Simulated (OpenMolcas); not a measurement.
# CCSD(T)/cc-pVDZ run of SiH2Cl− (SMILES [SiH2-]Cl)

What is the vertical ionisation energy of SiH2Cl− at CCSD(T)/cc-pVDZ? 

Program for the calculation: OpenMolcas 26.06.

7 further runs of the same task are left out: 7 set aside as unsound or not needed.

## 1. Starting point

SiH2Cl− has 4 atoms, charge -1, and is taken as a singlet. SMILES: `[SiH2-]Cl`. The coordinates come from a GFN2-xTB relaxation.

Bond lengths: Si1–Cl2 2.290 Å, Si1–H3 1.492 Å, Si1–H4 1.493 Å. Angles: Cl2–Si1–H3 95.2°, Cl2–Si1–H4 94.9°, H3–Si1–H4 98.8°.

## 2. A single-point energy at CCSD(T)/cc-pVDZ

File run.input:

```
* ClH2Si CCSD(T)
&GATEWAY
Coord
4
angstrom
Si      -0.487890       0.431230       0.253920
Cl       1.672110      -0.122480       0.774530
H       -0.971070      -0.977580       0.165380
H       -0.213160       0.668840      -1.193830
Basis
cc-pVDZ
Group
NoSym
&SEWARD
&SCF
Charge
-1
PrOrbitals
1
&RASSCF
FileOrb
$Project.ScfOrb
Spin
1
Nactel
0 0 0
Inactive
17
Ras2
0
OutOrbitals
Canonical
OrbListing
NoCore
&MOTRA
JobIph
Frozen
10
&CCSDT
CCT
Triples
2
Iterations
50
Extrapolation
5 4
```

Started as:

```bash
export MOLCAS_MEM=1860
pymolcas run.input > run.log
```

What it wrote:

```text
--- Start Module: gateway ---
[...]
--- Stop Module: gateway /rc=_RC_ALL_IS_WELL_ ---
[...]
      Basis functions           46
[...]
       Convergence after  13 Iterations
[...]
::    Total SCF energy                               -749.6274660927
[...]
      Total spin, S                                     0.0000000000
[...]
      Number of active orbitals                  0
[...]
      Spin quantum number                      0.0
[...]
      Active orbitals                            0
[...]
      Number of CSFs                             1
[...]
      Number of root(s) required                 1
[...]
      Convergence after  4 iterations
[...]
      Natural orbitals and occupation numbers for root  1
      ************************************************************************************************************************
      *                                                    Final results                                                     *
      ************************************************************************************************************************
[...]
::    RASSCF root number  1 Total energy:   -749.62746609
[...]
      Total electronic charge=   34.000000
      Total            charge=   -1.000000
[...]
      Dipole Moment (debye):
      Origin of the operator (angstrom)=    0.6716    0.1150    0.5103
                   X=  1.3146E+00               Y= -5.5331E-01               Z=  6.0548E-02           Total=  1.4276E+00
      Center of Charge (angstrom)
[...]
--- Start Module: motra ---
[...]
      *** WARNING: Default frozen orbitals is overwritten by user input.
      *** Default values:   7
[...]
--- Stop Module: motra /rc=_RC_ALL_IS_WELL_ ---
--- Start Module: ccsdt ---
[...]
      Convergence after                    13  Iterations
      Total energy (diff) :    -749.90102568      -0.00000008
[...]
 METHOD                       : CCSD+T(CCSD)+<T3(1)WT1> = CCSD(T)
[...]
       CCSD     =      -749.9010256775795
[...]
--- Stop Module: ccsdt /rc=_RC_ALL_IS_WELL_ ---
[...]
```

It took 3.6 s on 1 thread of Arm Neoverse V1, shared host; peak memory 0.38 GiB.

## 3. Doublet neutral SiH2Cl, same level

File run.inp:

```
&GATEWAY
 Coord
 4
 angstrom
 Si      -0.487890       0.431230       0.253920
 Cl       1.672110      -0.122480       0.774530
 H       -0.971070      -0.977580       0.165380
 H       -0.213160       0.668840      -1.193830
 Basis
 cc-pVDZ
 Group
 NoSym

&SEWARD

&SCF
 UHF
 Spin
 2
 PrOrbitals
 1

&RASSCF
 FileOrb
 $Project.UnaOrb
 Spin
 2
 Nactel
 1 0 0
 Inactive
 16
 Ras2
 1
 OutOrbitals
 Canonical
 OrbListing
 NoCore

&MOTRA
 JobIph
 Frozen
 10

&CCSDT
 CCT
 Triples
 3
 Iterations
 50
 Extrapolation
 5 4
```

Started as:

```bash
export MOLCAS_MEM=1860
pymolcas run.inp > run.log
```

What it wrote:

```text
--- Start Module: gateway ---
[...]
--- Stop Module: gateway /rc=_RC_ALL_IS_WELL_ ---
[...]
      Basis functions           46
[...]
       Convergence after  13 Iterations
[...]
::    Total SCF energy                               -749.5798107974
[...]
      Total spin, S                                     0.5022580276
[...]
      Number of active orbitals                  1
[...]
      Spin quantum number                      0.5
[...]
      Active orbitals                            1
[...]
      Number of CSFs                             1
[...]
      Number of root(s) required                 1
[...]
      Convergence after  8 iterations
[...]
      printout of CI-coefficients larger than  0.05 for root  1
      energy=    -749.578282
      conf/sym  1     Coeff  Weight
             1  u   1.00000 1.00000
      Natural orbitals and occupation numbers for root  1
      sym 1:   1.000000
      ************************************************************************************************************************
      *                                                    Final results                                                     *
[...]
::    RASSCF root number  1 Total energy:   -749.57828162
[...]
      Total electronic charge=   33.000000
      Total            charge=   -0.000000
[...]
      Dipole Moment (debye):
      Origin of the operator (angstrom)=    0.6716    0.1150    0.5103
                   X= -3.4384E+00               Y=  1.2819E+00               Z= -3.3973E-01           Total=  3.6853E+00
      Quadrupole Moment (debye*angstrom):
[...]
--- Start Module: motra ---
[...]
      *** WARNING: Default frozen orbitals is overwritten by user input.
      *** Default values:   7
[...]
--- Stop Module: motra /rc=_RC_ALL_IS_WELL_ ---
--- Start Module: ccsdt ---
[...]
      Convergence after                    15  Iterations
      Total energy (diff) :    -749.83039775       0.00000000
[...]
 METHOD                       : CCSD+T(CCSD)+<T3(1)WT1>+<T3(1)UT2> = CCSD(T)
[...]
       CCSD     =      -749.8303977519818
[...]
--- Stop Module: ccsdt /rc=_RC_ALL_IS_WELL_ ---
[...]
```

Wall time 4.2 s (1 thread of Arm Neoverse V1, shared host); peak memory 0.38 GiB.

## 4. What came out

Level: CCSD(T)/cc-pVDZ, 10 core orbitals frozen.

```
                                                              quantity          value
                                         singlet SiH2Cl−: total energy  -749.90648 Eh
                  singlet SiH2Cl−: HOMO energy (Hartree–Fock orbitals)       -2.19 eV
                  singlet SiH2Cl−: LUMO energy (Hartree–Fock orbitals)        8.58 eV
singlet SiH2Cl−: HOMO–LUMO gap (to an unbound level, set by the basis)       10.78 eV
         singlet SiH2Cl−: correlation energy (10 core orbitals frozen)     -279.0 mEh
                                       singlet SiH2Cl−: (T) correction      -5.45 mEh
                                  doublet neutral SiH2Cl: total energy  -749.83623 Eh
                                doublet neutral SiH2Cl: (T) correction      -5.83 mEh
                   vertical detachment energy (to the doublet neutral)       1.912 eV
```

Removing an electron at fixed nuclei costs 1.91 eV (44 kcal/mol). The triples (singlet SiH2Cl−) make up 2.0 % of the correlation energy.
